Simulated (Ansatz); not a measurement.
# C₆H₁₄O: up Jacob's ladder to CCSD(T)

An exercise on one series of results from a longer session: the logs are not shown, and one member is left open.

Program: Ansatz 0.2.0, Gaussian basis. Level of theory: functionals in def2-TZVPP, the program's frozen cores in correlated methods. These are calculated values, not measurements.

Plan: LDA (SPW92), PBE-D4, revPBE-D4, BLYP-D4, r2SCAN-D4, B97M-V, PBE0-D4, B3LYP-D4, r2SCANh-D4, r2SCAN0-D4, HSE06-D4, BHLYP-D4, CAM-B3LYP-D4, LC-ωPBE, ωB97X-V, ωB97M-V, B2PLYP, PBE-QIDH; CCSD(T)/def2-SVP; CCSD(T)/def2-TZVPP; MP2/def2-QZVPP; extrapolation to the limit; RPA on PBE.

1 further run of the same task is left out (it didn't finish). Runs told in other sessions of the task aren't counted.

### The geometry

An earlier PBE0-D4 in a triple-zeta def2 set relaxation fixed the geometry.

SMILES `CCCCC(C)O`, 21 atoms, charge 0, spin multiplicity 1.

Atoms are counted from 1 here; the program's logs count them from 0.

Bond lengths: C1–C2 1.519 Å, C1–H8 1.092 Å, C1–H9 1.094 Å, C1–H10 1.094 Å, C2–C3 1.521 Å, C2–H11 1.097 Å, C2–H12 1.095 Å, C3–C4 1.521 Å, C3–H13 1.095 Å, C3–H14 1.096 Å, C4–C5 1.523 Å, C4–H15 1.099 Å, C4–H16 1.097 Å, C5–C6 1.516 Å, C5–O7 1.419 Å, C5–H17 1.094 Å, C6–H18 1.093 Å, C6–H19 1.091 Å and more. Angles: C2–C1–H8 111.7°, C2–C1–H9 111.1°, C2–C1–H10 111.0°, H8–C1–H9 107.7°, H8–C1–H10 107.7°, H9–C1–H10 107.5°, C1–C2–C3 112.5°, C1–C2–H11 109.7°, C1–C2–H12 109.2°, C3–C2–H11 109.3°, C3–C2–H12 109.8°, H11–C2–H12 106.2°, C2–C3–C4 114.3°, C2–C3–H13 109.2°, C2–C3–H14 108.8°, C4–C3–H13 109.1°, C4–C3–H14 108.8°, H13–C3–H14 106.4° and more.

Set-up of the first run:

in.yaml

```yaml
crystal:
  periodic: [false, false, false]
  atoms:
    - {symbol: C, position_ang: [0.821733, -2.968069, -0.450286]}
    - {symbol: C, position_ang: [0.178075, -1.603501, -0.624982]}
    - {symbol: C, position_ang: [-0.033035, -0.885018, 0.698726]}
    - {symbol: C, position_ang: [-0.750008, 0.451520, 0.578216]}
    - {symbol: C, position_ang: [0.027477, 1.524201, -0.172648]}
    - {symbol: C, position_ang: [-0.750454, 2.822355, -0.266778]}
    - {symbol: O, position_ang: [1.308420, 1.735831, 0.400607]}
    - {symbol: H, position_ang: [0.968479, -3.470267, -1.409287]}
    - {symbol: H, position_ang: [0.203598, -3.618642, 0.175236]}
    - {symbol: H, position_ang: [1.799342, -2.880630, 0.032020]}
    - {symbol: H, position_ang: [-0.786656, -1.713128, -1.135494]}
    - {symbol: H, position_ang: [0.804442, -0.991957, -1.282210]}
    - {symbol: H, position_ang: [0.937281, -0.728495, 1.181377]}
    - {symbol: H, position_ang: [-0.609589, -1.535746, 1.366252]}
    - {symbol: H, position_ang: [-0.977296, 0.837536, 1.581352]}
    - {symbol: H, position_ang: [-1.717817, 0.310618, 0.082026]}
    - {symbol: H, position_ang: [0.243390, 1.170647, -1.185612]}
    - {symbol: H, position_ang: [-1.696467, 2.678075, -0.794541]}
    - {symbol: H, position_ang: [-0.168949, 3.578687, -0.796743]}
    - {symbol: H, position_ang: [-0.982968, 3.205358, 0.732988]}
    - {symbol: H, position_ang: [1.181009, 2.080615, 1.289771]}
basis:
  gaussian: {orbitals: def2-TZVPP}
hamiltonian: {xc: lda}
output: {orbitals: {seedname: orbitals}}
```

The run is started by

```bash
> ansatz run in.yaml --threads 2 --pin off --events-out ev --progress --plain --max-ram 22528MiB --backend cuda --devices 0, --max-vram 18GiB
```

Steps of the session up to this table: LDA; PBE-D4 (GGA); revPBE-D4 (GGA); BLYP-D4 (GGA); r2SCAN-D4 (meta-GGA); B97M-V (meta-GGA); B3LYP-D4 (hybrid); r2SCANh-D4 (hybrid); r2SCAN0-D4 (hybrid); HSE06-D4 (hybrid); BHLYP-D4 (hybrid); CAM-B3LYP-D4 (range-separated); LC-ωPBE (range-separated); ωB97X-V (range-separated); ωB97M-V (range-separated); B2PLYP (double hybrid); PBE-QIDH (double hybrid).

One of the session's tables, all rows but one given; the rest of the session is left out.

It belongs to the step «Orbital energies across the functionals». 

```
  functional  HOMO (eV)  LUMO (eV)  gap (eV)
 LDA (SPW92)      -6.30      -0.05      6.25
      PBE-D4      -6.12       0.15      6.28
   revPBE-D4          ?          ?         ?
     BLYP-D4      -6.04       0.14      6.18
   r2SCAN-D4      -6.46       0.85      7.30
      B97M-V      -6.64       0.32      6.96
     PBE0-D4      -7.75       0.99      8.73
    B3LYP-D4      -7.51       0.64      8.15
  r2SCANh-D4      -7.07       1.09      8.16
  r2SCAN0-D4      -7.98       1.44      9.42
    HSE06-D4      -7.34       0.62      7.96
    BHLYP-D4      -9.31       1.60     10.91
CAM-B3LYP-D4      -9.24       1.74     10.98
     LC-ωPBE     -10.55       3.06     13.61
     ωB97X-V     -10.24       2.83     13.07
     ωB97M-V     -10.18       2.42     12.60
```

**Question.** Estimate the row for revPBE-D4.

**Answer.** HOMO (eV): -6.05; LUMO (eV): 0.26; gap (eV): 6.31. In the column «HOMO (eV)» it lies between PBE-D4 (-6.12) and BLYP-D4 (-6.04).
